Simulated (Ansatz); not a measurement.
**AlCo3 (P6_3/mmc)**

The calculation used Ansatz, DFT r2SCAN, scalar-relativistic, plane waves, PAW.

Plane waves to 500 eV, a k mesh through Γ of 12×12×10 on the computed 8-atom cell and Gaussian smearing (0.10 eV); collinear spin from starting moments 0 0 1.76 1.76 1.76 1.76 1.76 1.76 μB.

The structure is relaxed at this level of theory with its symmetry kept. Whether it is the stable form of this composition wasn't checked.

```cif
data_structure
_symmetry_space_group_name_H-M 'P 1'
_symmetry_Int_Tables_number 1
_cell_length_a 4.9913
_cell_length_b 4.9913
_cell_length_c 4.1646
_cell_angle_alpha 90.000
_cell_angle_beta 90.000
_cell_angle_gamma 120.000
_cell_volume 89.85
loop_
_atom_site_label
_atom_site_type_symbol
_atom_site_fract_x
_atom_site_fract_y
_atom_site_fract_z
_atom_site_occupancy
Al1 Al 0.66667 0.33333 0.25000 1
Al2 Al 0.33333 0.66667 0.75000 1
Co1 Co 0.16585 0.33169 0.25000 1
Co2 Co 0.66831 0.83415 0.25000 1
Co3 Co 0.16585 0.83415 0.25000 1
Co4 Co 0.83415 0.66831 0.75000 1
Co5 Co 0.33169 0.16585 0.75000 1
Co6 Co 0.83415 0.16585 0.75000 1
```

| Quantity | Value |
| --- | --- |
| Space group | P6_3/mmc (No. 194) |
| Volume per atom | 75.8 bohr³ |
| Formation energy from the elements' standard states (uncorrected) | -0.139 eV/atom |
| Generalised Kohn–Sham band gap | none (metal) |
| Density of states at the Fermi level | 8.19 states/eV per cell |
| Löwdin character within 0.5 eV of the Fermi level | Co 3d 86 % |
| Bader charges (e) | Al (2 in the cell) 1.96, Co (6 in the cell) -0.65 |
| Total moment | 8.82 μB per cell |
| Site moments (μB; atoms counted from 1 over the whole cell) | Al (atom 1) -0.09, Al (atom 2) -0.09, Co (atom 3) 1.60, Co (atom 4) 1.60, Co (atom 5) 1.60, Co (atom 6) 1.60, Co (atom 7) 1.60, Co (atom 8) 1.60 |

The state reached may not be the lowest one.

Only this magnetic start was tried.

Cost: 1 run of about 21 core-minutes, on Intel Xeon Processor @ 2.50GHz (Skylake/Cascade Lake) (shared hosts).